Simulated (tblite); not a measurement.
Species: C₄H₄F (doublet state).
InChI=1S/C4H4F/c1-3-2-4(3)5/h2,4H,1H2/t4-/m0/s1

All values are computed: GFN2-xTB (tblite) harmonic vibrations without scaling, gas phase. Errors from tens to a few hundred cm⁻¹ against measured bands are possible. Open shells enter through the occupations alone, without spin polarisation, and single modes of such species can be off by tens of per cent.

Harmonic wavenumbers (cm⁻¹): 203.0, 311.4, 366.8, 399.8, 519.3, 579.7, 773.9, 819.3, 900.2, 926.2, 967.2, 1001.0, 1169.6, 1209.5, 1265.4, 1407.6, 1715.8, 2986.8, 3103.3, 3137.7, 3243.0.

A = 11348, B = 4065, C = 3274 MHz; mass 71.030 u (most abundant isotopes); point group C1, symmetry number 1; spin multiplicity 2.

Question: Zero-point energy?

Answer: Half the sum of the wavenumbers: 13503 cm⁻¹ = 161.54 kJ/mol.

Question: Entropy at 200 K, 1 bar (ideal gas, RRHO, classical rotation)?

Answer: Translation 153.72, rotation 100.32, vibration 15.57, spin (R ln 2) 5.76: S = 275.4 J/(mol K).

Question: And Cp and H(200 K) − H(0)?

Answer: Cp = 64.02 J/(mol K), of which vibrations give 30.77 (their classical limit is 21 R = 174.6); H(200 K) − H(0) = 8.83 kJ/mol without the zero-point energy, 2.18 from vibrations.

Question: How do the functions run with temperature in this model?

Answer: 
```csv
T (K),S (J/(mol K)),Cp (J/(mol K)),H − H(0) (kJ/mol),G − H(0) (kJ/mol),ln q(vib)
50,213.9,34.2,1.67,-9.02,0.00
100,239.6,42.0,3.55,-20.41,0.08
298.15,305.1,85.9,16.20,-74.75,1.31
373.15,326.0,100.9,23.22,-98.43,1.98
500,358.5,121.3,37.38,-141.88,3.21
750,413.1,147.3,71.24,-238.57,5.72
1000,457.8,163.4,110.21,-347.60,8.12
```

q(vib) and H(0) count from the zero-point level.

Question: What must be added to the electronic energy to get the Gibbs energy at 200 K and 1 bar?

Answer: ZPE + [H(200 K) − H(0)] − T·S = 161.54 + 8.83 − 55.08 = 115.29 kJ/mol.

Question: Which modes carry the vibrational entropy at 200 K?

Answer: 203.0 cm⁻¹: 5.87; 311.4 cm⁻¹: 3.15; 366.8 cm⁻¹: 2.30; 399.8 cm⁻¹: 1.91; 519.3 cm⁻¹: 0.96; 579.7 cm⁻¹: 0.67 J/(mol K); the other 15 give 0.70 together.

Hindered rotation and anharmonicity are outside this model. The structure is chiral; the term R ln 2 for an equal mix with its mirror image is left out.
